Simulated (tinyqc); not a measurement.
Worked calculation: ROHF in the sto-6g basis, for OH+, spin multiplicity 3. One step of it, computed by the program tinyqc.

Task: Iteration 1: building the Fock matrix. J_ij = sum D_kl (ij|kl) with D = D(alpha) + D(beta), K_ij = sum D_kl (ik|jl) for each spin; F = H + J - K(s); E = tr D H + tr D J / 2 - 0.5 sum_s tr D(s) K(s) + E_nn.

D(alpha) at the start, order 1O 1s, 1O 2s, 1O 2px, 1O 2py, 1O 2pz, 2H 1s:
```
[[1.042448, -0.180936, 0.000000, 0.000000, 0.046360, -0.077674],
 [-0.180936, 0.796433, 0.000000, 0.000000, -0.182684, 0.232623],
 [0.000000, 0.000000, 1.000000, 0.000000, 0.000000, 0.000000],
 [0.000000, 0.000000, 0.000000, 1.000000, 0.000000, 0.000000],
 [0.046360, -0.182684, 0.000000, 0.000000, 0.874284, 0.134424],
 [-0.077674, 0.232623, 0.000000, 0.000000, 0.134424, 0.110979]]
```

D(beta) at the start, order 1O 1s, 1O 2s, 1O 2px, 1O 2py, 1O 2pz, 2H 1s:
```
[[1.042448, -0.180936, 0.000000, 0.000000, 0.046360, -0.077674],
 [-0.180936, 0.796433, 0.000000, 0.000000, -0.182684, 0.232623],
 [0.000000, 0.000000, 0.000000, 0.000000, 0.000000, 0.000000],
 [0.000000, 0.000000, 0.000000, 0.000000, 0.000000, 0.000000],
 [0.046360, -0.182684, 0.000000, 0.000000, 0.874284, 0.134424],
 [-0.077674, 0.232623, 0.000000, 0.000000, 0.134424, 0.110979]]
```

core Hamiltonian H = T + V (hartree), order 1O 1s, 1O 2s, 1O 2px, 1O 2py, 1O 2pz, 2H 1s:
```
[[-32.404443, -7.156712, 0.000000, 0.000000, -0.012039, -1.193653],
 [-7.156712, -8.628709, 0.000000, 0.000000, -0.139567, -2.664632],
 [0.000000, 0.000000, -6.910717, 0.000000, 0.000000, 0.000000],
 [0.000000, 0.000000, 0.000000, -6.910717, 0.000000, 0.000000],
 [-0.012039, -0.139567, 0.000000, 0.000000, -6.997416, -1.983528],
 [-1.193653, -2.664632, 0.000000, 0.000000, -1.983528, -4.184961]]
```

Two-electron integrals (ij|kl) in chemists' order, unique and non-zero (hartree):
```
(11|11) 4.787491   (21|11) 0.675884   (21|21) 0.121505   (22|11) 1.117379
(22|21) 0.249212   (22|22) 0.817383   (31|31) 0.025762   (32|31) 0.039145
(32|32) 0.180664   (33|11) 1.117381   (33|21) 0.249212   (33|22) 0.817382
(33|33) 0.880663   (41|41) 0.025762   (42|41) 0.039145   (42|42) 0.180664
(43|43) 0.047461   (44|11) 1.117381   (44|21) 0.249212   (44|22) 0.817382
(44|33) 0.785741   (44|44) 0.880663   (51|51) 0.025762   (52|51) 0.039145
(52|52) 0.180664   (53|53) 0.047461   (54|54) 0.047461   (55|11) 1.117381
(55|21) 0.249212   (55|22) 0.817382   (55|33) 0.785741   (55|44) 0.785741
(55|55) 0.880663   (61|11) 0.119164   (61|21) 0.020543   (61|22) 0.041247
(61|33) 0.041159   (61|44) 0.041159   (61|51) 0.001008   (61|52) 0.001974
(61|55) 0.041423   (61|61) 0.003540   (62|11) 0.303795   (62|21) 0.068774
(62|22) 0.251540   (62|33) 0.247271   (62|44) 0.247271   (62|51) 0.005526
(62|52) 0.041645   (62|55) 0.260078   (62|61) 0.011704   (62|62) 0.098422
(63|31) 0.007453   (63|32) 0.042572   (63|53) 0.008493   (63|63) 0.013527
(64|41) 0.007453   (64|42) 0.042572   (64|54) 0.008493   (64|64) 0.013527
(65|11) 0.226152   (65|21) 0.051900   (65|22) 0.202407   (65|33) 0.193444
(65|44) 0.193444   (65|51) 0.011049   (65|52) 0.073790   (65|55) 0.220334
(65|61) 0.009214   (65|62) 0.096259   (65|65) 0.106533   (66|11) 0.463887
(66|21) 0.106966   (66|22) 0.448835   (66|33) 0.431455   (66|44) 0.431455
(66|51) 0.010592   (66|52) 0.110736   (66|55) 0.483594   (66|61) 0.018363
(66|62) 0.228171   (66|65) 0.254341   (66|66) 0.774999
```

nuclear repulsion = 3.78659900 hartree

Give: Coulomb J; exchange K(alpha); exchange K(beta); F(alpha); F(beta); total energy of this density.

Result:

Coulomb J (hartree), order 1O 1s, 1O 2s, 1O 2px, 1O 2py, 1O 2pz, 2H 1s:
```
[[15.9309, 2.7616, 0.0000, 0.0000, -0.0107, 0.4716],
 [2.7616, 6.9449, 0.0000, 0.0000, -0.0224, 2.0945],
 [0.0000, 0.0000, 6.9086, 0.0000, 0.0000, 0.0000],
 [0.0000, 0.0000, 0.0000, 6.9086, 0.0000, 0.0000],
 [-0.0107, -0.0224, 0.0000, 0.0000, 7.0176, 1.6771],
 [0.4716, 2.0945, 0.0000, 0.0000, 1.6771, 3.7496]]
```

exchange K(alpha) (hartree), order 1O 1s, 1O 2s, 1O 2px, 1O 2py, 1O 2pz, 2H 1s:
```
[[4.9087, 0.7941, 0.0000, 0.0000, 0.0033, 0.1409],
 [0.7941, 1.3352, 0.0000, 0.0000, -0.0611, 0.4806],
 [0.0000, 0.0000, 1.1486, 0.0000, 0.0000, 0.0000],
 [0.0000, 0.0000, 0.0000, 1.1486, 0.0000, 0.0000],
 [0.0033, -0.0611, 0.0000, 0.0000, 1.1251, 0.3381],
 [0.1409, 0.4806, 0.0000, 0.0000, 0.3381, 0.4214]]
```

exchange K(beta) (hartree), order 1O 1s, 1O 2s, 1O 2px, 1O 2py, 1O 2pz, 2H 1s:
```
[[4.8571, 0.7158, 0.0000, 0.0000, 0.0033, 0.1260],
 [0.7158, 0.9739, 0.0000, 0.0000, -0.0611, 0.3955],
 [0.0000, 0.0000, 0.2205, 0.0000, 0.0000, 0.0000],
 [0.0000, 0.0000, 0.0000, 0.2205, 0.0000, 0.0000],
 [0.0033, -0.0611, 0.0000, 0.0000, 1.0302, 0.3211],
 [0.1260, 0.3955, 0.0000, 0.0000, 0.3211, 0.3944]]
```

F(alpha) (hartree), order 1O 1s, 1O 2s, 1O 2px, 1O 2py, 1O 2pz, 2H 1s:
```
[[-21.3822, -5.1892, 0.0000, 0.0000, -0.0260, -0.8630],
 [-5.1892, -3.0190, 0.0000, 0.0000, -0.1008, -1.0508],
 [0.0000, 0.0000, -1.1507, 0.0000, 0.0000, 0.0000],
 [0.0000, 0.0000, 0.0000, -1.1507, 0.0000, 0.0000],
 [-0.0260, -0.1008, 0.0000, 0.0000, -1.1050, -0.6445],
 [-0.8630, -1.0508, 0.0000, 0.0000, -0.6445, -0.8568]]
```

F(beta) (hartree), order 1O 1s, 1O 2s, 1O 2px, 1O 2py, 1O 2pz, 2H 1s:
```
[[-21.3307, -5.1109, 0.0000, 0.0000, -0.0260, -0.8481],
 [-5.1109, -2.6577, 0.0000, 0.0000, -0.1008, -0.9656],
 [0.0000, 0.0000, -0.2226, 0.0000, 0.0000, 0.0000],
 [0.0000, 0.0000, 0.0000, -0.2226, 0.0000, 0.0000],
 [-0.0260, -0.1008, 0.0000, 0.0000, -1.0101, -0.6276],
 [-0.8481, -0.9656, 0.0000, 0.0000, -0.6276, -0.8297]]
```

total energy of this density = -74.607684 hartree
